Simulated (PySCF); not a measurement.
## Level of theory and adiabatic energies of losing or gaining an electron: hydrogen fluoride

Structure: `F` (HF).

All levels share the PBE0-D3(BJ)/def2-SVP structures and the PBE0-D3(BJ)/def2-SVP thermal terms; only the single-point energies (PySCF) change. Values are adiabatic energies of losing or gaining an electron (0 K, eV).

| level | ionisation energy to the radical cation | abs. error | time |
| --- | --- | --- | --- |
| HF/aug-cc-pVTZ | 14.19 | 1.86 | 0.51 s |
| CCSD(T)/aug-cc-pVTZ | 15.93 | 0.12 | 24 s |
| B3LYP-D3(BJ)/ma-def2-TZVP | 16.04 | 0.01 | – |
| MP2/aug-cc-pVTZ | 16.16 | 0.11 | 1.6 s |
| ATcT 1.112 | 16.05 |  |  |

Times are wall times for all single points of a level on 1 thread of Arm Neoverse V1, a shared host; the dash marks the run that also made the structures.

Hartree-Fock leaves out electron correlation, so its ionisation energies and electron affinities from energy differences come out too low, often by 1 eV or more.

The spread: 1.97 eV, from 14.19 to 16.16.

---

**Level of theory and adiabatic energies of losing or gaining an electron: iminomethyl cation**

Structure: `C#[NH+]` ([CH2N]+).

All levels share the PBE0-D3(BJ)/def2-SVP structures and the PBE0-D3(BJ)/def2-SVP thermal terms; only the single-point energies (PySCF) change. Values are adiabatic energies of losing or gaining an electron (0 K, eV).

```
                  level  recombination energy to the radical     time
    MP2/jun-cc-pV(T+d)Z                                 6.65    5.6 s
     HF/jun-cc-pV(T+d)Z                                 6.68    1.1 s
CCSD(T)/jun-cc-pV(T+d)Z                                 7.00  2.1 min
    M06-2X/ma-def2-TZVP                                 7.05        –
```

Times are wall times for all single points of a level on 1 thread of Intel Xeon 6975P-C, a shared host; the dash marks the run that also made the structures.

Hartree-Fock leaves out electron correlation, so its ionisation energies and electron affinities from energy differences come out too low, often by 1 eV or more.

The spread: 0.40 eV, from 6.65 to 7.05.

---

# nitric oxide: adiabatic energies of losing or gaining an electron at several levels

Structure: `[N]=O` (NO•). The parent is a doublet.

All levels share the PBE0-D3(BJ)/ma-def2-SVP structures and the PBE0-D3(BJ)/ma-def2-SVP thermal terms; only the single-point energies (PySCF) change. Values are adiabatic energies of losing or gaining an electron (0 K, eV).

Measured (NIST Chemistry WebBook): adiabatic ionisation energy 9.26 eV.

```tsv
level	ionisation energy to the singlet cation	time
MP2/aug-cc-pVTZ	8.91	19 s
HF/aug-cc-pVTZ	9.08	7.5 s
CCSD(T)/aug-cc-pVTZ	9.20	5.6 min
ωB97X-D3(BJ)/ma-def2-TZVP	9.57	–
```

Times are wall times for all single points of a level on 1 thread of Intel Xeon Platinum 8259CL @ 2.50GHz, a shared host; the dash marks the run that also made the structures.

Hartree-Fock leaves out electron correlation, so its ionisation energies and electron affinities from energy differences come out too low, often by 1 eV or more.

The spread: 0.66 eV, from 8.91 to 9.57.
